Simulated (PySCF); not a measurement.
[BClH3]- (charge -1).
SMILES: `[H][B-]([H])([H])Cl`

Method: PySCF, PBE0-D3(BJ)/def2-SVP geometry optimisation, gas phase.

Masses are those of the commonest isotopes; rigid-rotor values at the optimised geometry. 

(1) Give the principal moments of inertia and the rotational constants in MHz.

(2) Classify the top.

(3) Where do the R-branch lines fall?

Results:

(1) Ia = 4.19, Ib = 43.59, Ic = 43.59 u·Å²; 505379 MHz·u·Å²/I gives A = 120575, B = 11594, C = 11594 MHz.

(2) A prolate symmetric top, as the point group C3v requires two equal moments: κ = (2 × 11594 − 120575 − 11594)/(120575 − 11594) = -1.00.

(3) The dipole of 3.48 D (about the centre of mass, as the species is charged) lies along the symmetry axis, so ΔK = 0 and J+1 ← J falls at 2B(J+1) for every K: 23.19 GHz, 46.38 GHz, 69.56 GHz, 92.75 GHz, 115.94 GHz for J = 0 to 4.

Stationary, but not proved a minimum. The geometry's basis has no diffuse functions, a weakness for an anion. Zero-point vibration and centrifugal distortion are left out.
